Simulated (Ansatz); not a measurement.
**MgNa+ (triplet): the correlation ladder, def2-QZVPP**

The task here is to estimate one member of a computed series from the others.

Program: Ansatz 0.2.0, Gaussian basis. Level of theory: def2-QZVPP, core rule «outside noble gas», up to 10 orbitals frozen. These are calculated values, not measurements.

To be run: UHF; ROHF; CCSD(T) on UHF.

2 further runs of the same task are left out: 2 set aside as unsound or not needed.

## The geometry

The geometry is a PBE0/def2-TZVP stationary point (not a proven minimum).

2 atoms, charge 1, spin multiplicity 3.

Atoms are counted from 1 here; the program's logs count them from 0.

No contacts short enough for the rule that draws bonds.

The first run:

in.yaml reads:

```yaml
crystal:
  periodic: [false, false, false]
  atoms:
    - {symbol: Na, position_ang: [0.000000, 0.000000, 0.000000]}
    - {symbol: Mg, position_ang: [0.000000, 0.000000, 3.893900]}
basis:
  gaussian: {orbitals: "def2-QZVPP.json"}
total_charge: 1
magnetization: {spin_polarized: true, initial_magnetization: 2}
hamiltonian: {xc: hf}
output: {orbitals: {seedname: orbitals}}
```

Launch:

```bash
$ ansatz run in.yaml --threads 1 --pin off --events-out ev --progress --plain --max-ram 2393MiB
```

Steps of the session up to this table: UHF; ROHF; CCSD(T) on UHF.

One of the session's tables, all rows but one given; the rest of the session is left out.

```
  method  from UCCSD(T) (kJ/mol)
    ROHF                   +10.0
     UHF                    +9.8
    UMP2                       ?
   UCCSD                     0.0
UCCSD(T)                       0
```

**Question.** Estimate the row for UMP2.

As computed: from UCCSD(T) (kJ/mol): +4.3. In the column «from UCCSD(T) (kJ/mol)» it lies between UCCSD(T) (0) and UHF (+9.8).
